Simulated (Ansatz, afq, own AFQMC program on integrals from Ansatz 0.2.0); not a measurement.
Where AFQMC and coupled cluster stand for BHO, singlet

```xyz
3

B     0.0000    0.0000    1.3687
O     0.0000    0.0000   -0.2083
H     0.0000    0.0000   -1.1605
```

Connectivity, by distances: B–OH.

Basis cc-pVDZ. Only valence electrons are correlated. Ansatz 0.2.0 and our own AFQMC program on the same integrals; the CISD trial comes from CCSD amplitudes, and released means the phaseless constraint is let go. Error bars are statistical, one sigma.

Determinant: RHF, the one that the program's search chose, which needn't be the lowest solution. The geometry is a point of a scan.

No full CI on the walks' own integrals is used here; CCSDT(Q) serves as the reference and is uncertain by about the last step of the cluster series.

Cautions: higher spins were not checked; raised T1 diagnostic (T1 0.027, weight of the determinant 0.88, largest double 0.11).

```
T1 diagnostic                               : 0.0266
weight of the determinant in the CISD state : 0.876
size of the correlated space                : 10 electrons in 31 orbitals
```

Reference: CCSDT(Q), correlation energy -7.858 eV. The released energy is read at 2.40 1/Eh (meV from the phaseless value at times in 1/Eh: -11 ± 15 at 0.24, -19 ± 15 at 0.51, -35 ± 15 at 0.99, -7 ± 18 at 1.62, -40 ± 23 at 2.40).

```
         level  E − E(reference) (kcal/mol)  share of correlation (%)
            HF                       181.20                      0.00
           MP2                        19.24                     89.38
          CCSD                         7.12                     96.07
       CCSD(T)                         1.22                     99.33
         CCSDT                         0.76                     99.58
 ph-AFQMC/CISD                  0.18 ± 0.34                     99.90
released AFQMC                 -0.74 ± 0.53                    100.41
```

A walk keeps the symmetry of its determinant, which the program's search chose and which needn't be the lowest solution, so a lower state of the same spin and another symmetry isn't excluded. Released energies are given only where the last usable release times agree within the noise; a slower fall can still hide under it.
